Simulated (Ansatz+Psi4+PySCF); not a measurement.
The numbers below are computed, except where a source is named.
## Psi4 1.11 run

```
molecule {
0 2
P 0.002720 -0.021830 0.135790
H 0.011830 1.000970 -0.853160
H 0.016950 -1.022940 -0.840860
}

basis {
assign H cc-pVTZ
assign P cc-pV(T+d)Z
}
set reference uhf
set scf_type pk
energy('scf')
```

The input is written out from the run's settings.

Output:

- Converged: yes
- Total energy: -341.88874 hartree
- Spin squared of the determinant: 0.769
- Occupied orbitals by symmetry in an Abelian subgroup (alpha; beta): 7 Ap 2 App; 7 Ap 1 App
